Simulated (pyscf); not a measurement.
A first-order saddle from PySCF, ωB97X-D3(BJ)/def2-SVP:

```xyz
10

C     -0.8445     0.2018     0.1146
C      0.3301    -0.6721    -0.1079
N      0.7450    -1.1030    -1.2333
H     -2.5207     0.4591     0.4062
H     -1.0515     0.4715     1.1414
H     -1.3828     0.4851    -0.7827
H      0.8955    -0.9753     0.7903
H      0.1370    -0.7522    -1.9857
H     -1.5917     1.7457     0.2553
H     -2.5218     1.4485     0.4125
```
Charge 0, spin multiplicity 1.

Surface: singlet, charge 0. Lowest wavenumbers (cm⁻¹): 1909i, 208, 335, 409, 681.

Q: Which two sides does it connect, and which bonds change?

A: H₃C–CH=NH (SMILES CC=N) + H₂ (SMILES [H][H]) <-> H₃C–CH=NH (SMILES CC=N) + H₂ (SMILES [H][H]), a four-centre exchange read from left to right: C–H, H–H broken and C–H, H–H formed. At ωB97M-D3(BJ)/def2-TZVP it lies +110.3 kcal/mol from the left side and +110.3 kcal/mol from the right (each side as separated species at their lowest minima found). The same reactants have a lower exit, to CH₄ + H₂C=NH (barrier +94.8 kcal/mol at ωB97M-D3(BJ)/def2-TZVP, against +110.3 kcal/mol here). Another saddle between the same species, by other bonds, lies lower (63.3 kcal/mol against 110.3 kcal/mol at ωB97M-D3(BJ)/def2-TZVP).
